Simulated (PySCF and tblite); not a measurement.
The numbers below are computed, except where a source is named.
C5H8, numbered as in [CH2:1]=[CH:2][CH2:3][CH:4]=[CH2:5]. Search: ETKDG and KDG, MMFF94s, GFN2-xTB, 90 starts; geometries at PBE0-D3(BJ)/def2-SVP. Free energies are TPSS-D3(BJ)/def2-TZVP (IEF-PCM, chloroform) single points with GFN2-xTB rigid-rotor and vibrational terms (modes under about 100 cm⁻¹ blended into free rotors). Symmetry numbers and mirror images are counted. Conformers within 3 kcal/mol (GFN2-xTB free energy) were kept, 4 at most. GIAO shieldings: PBE0/pcSseg-1 (IEF-PCM, chloroform). Shifts are against TMS (¹H), TMS (¹³C) at the same level. Codes: tblite and PySCF.

Torsions listed: C1–C2–C3–C4, C2–C3–C4–C5. Of a mirror pair one member is shown.

```tsv
conformer	shape	point group	mirror pair	ΔE(DFT)	Δ(G−E) at 250 K	δ C3 (ppm)
1	118°, 117°	C2	yes	0.00	0.00	45.3
2	117°, -12°	C1	yes	0.20	0.00	41.4
3	121°, -121°	Cs	no	0.33	-0.02	45.9
```

Energies in kcal/mol; the thermal term leaves out symmetry numbers and mirror images.

Q: Work out the weights at 250 K and the ¹³C shift of C3 under fast exchange.

A: RT = 0.497 kcal/mol. Each conformer gets RT ln(σ/g), with σ the rotational symmetry number and g = 2 for a mirror pair: 1: σ = 2, g = 2, G = 0.00 + 0.00 + 0.00 = 0.00, 0.14 above the lowest, exp(−ΔG/RT) = 0.749; 2: σ = 1, g = 2, G = 0.20 + 0.00 − 0.34 = -0.14, 0.00 above the lowest, exp(−ΔG/RT) = 1.000; 3: σ = 1, g = 1, G = 0.33 − 0.02 + 0.00 = 0.31, 0.45 above the lowest, exp(−ΔG/RT) = 0.403. The sum is 2.152, so the weights are 34.8, 46.4, 18.8 %. The averaged shift is 43.6 ppm. At 298.15 K it is 43.6 ppm. At 298.15 K the leading conformer alone gives 41.4 ppm and bare DFT energies give 44.3 ppm.
